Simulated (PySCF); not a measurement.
Compound: diethyl ketone, C5H10O.
SMILES with atom numbers: `[CH3:1][CH2:2][C:3](=[O:4])[CH2:5][CH3:6]` (hydrogens: H7, H8, H9 on C1; H10, H11 on C2; H12, H13 on C5; H14, H15, H16 on C6)

The same species was optimised twice, with GFN2-xTB and with PBE0-D3(BJ)/def2-SVP (PySCF), and the same property calculations (PySCF, gas phase) were run on both structures.

```csv
coordinate,GFN2-xTB,PBE0-D3(BJ)/def2-SVP,change
C5–C6 (Å),1.523,1.515,-0.008
C1–C2 (Å),1.523,1.515,-0.008
C3=O4 (Å),1.203,1.208,+0.005
C2–C3 (Å),1.517,1.515,-0.002
C3–C5 (Å),1.517,1.515,-0.002
C2–C3–C5 (°),114.0,116.6,+2.6
C2–C3–O4 (°),123.0,121.7,-1.3
O4–C3–C5 (°),123.0,121.7,-1.3
C3–C5–C6 (°),112.3,113.5,+1.2
C1–C2–C3 (°),112.3,113.5,+1.2
C1–C2–C3–O4 (°),13,0,-13
C2–C3–C5–C6 (°),-168,-179,-11
```

Rotational constants: A = 8813, B = 1989, C = 1698 MHz (GFN2-xTB) against A = 8981, B = 1967, C = 1681 MHz (PBE0-D3(BJ)/def2-SVP). Point groups within 0.08 Å: C2 and C2v. Atoms that the bonding makes alike are paired by their places after alignment.

On the GFN2-xTB structure: HOMO (eV) -7.19 [PBE0/pcSseg-1]; LUMO (eV) -0.23 [PBE0/pcSseg-1]; dipole (D) 2.71 [PBE0/pcSseg-1]; GIAO shielding of C1/C6 (mean) (ppm) 177.4 [PBE0/pcSseg-1]; GIAO shielding of C2/C5 (mean) (ppm) 147.2 [PBE0/pcSseg-1]; GIAO shielding of C3 (ppm) -28.5 [PBE0/pcSseg-1]; GIAO shielding of O4 (ppm) -309.3 [PBE0/pcSseg-1].

What do these properties become on the PBE0-D3(BJ)/def2-SVP structure?

```tsv
property	level	on GFN2-xTB	on PBE0-D3(BJ)/def2-SVP	change
HOMO (eV)	PBE0/pcSseg-1	-7.19	-7.18	+0.01
LUMO (eV)	PBE0/pcSseg-1	-0.23	-0.25	-0.02
dipole (D)	PBE0/pcSseg-1	2.71	2.73	+0.02
energy, GFN2-xTB geometry as zero (kcal/mol)	PBE0/pcSseg-1	0.0	-0.7	-0.7
GIAO shielding of C1/C6 (mean) (ppm)	PBE0/pcSseg-1	177.4	175.7	-1.7
GIAO shielding of C2/C5 (mean) (ppm)	PBE0/pcSseg-1	147.2	147.2	0.0
GIAO shielding of C3 (ppm)	PBE0/pcSseg-1	-28.5	-29.1	-0.6
GIAO shielding of O4 (ppm)	PBE0/pcSseg-1	-309.3	-325.1	-15.8
```

The heavy atoms differ by 0.082 Å rms after alignment. Among bonds between heavy atoms C1–C2 and C5–C6 change most and about equally (-0.008 Å). Changes are differences of the printed values. Neither structure is proved a minimum here.

Shape of the structure used: `[CH3:1][CH2:2][C:3](=[O:4])[CH2:5][CH3:6]`: C1–C2–C3–O4 0°, C2–C3–C5–C6 -179°.
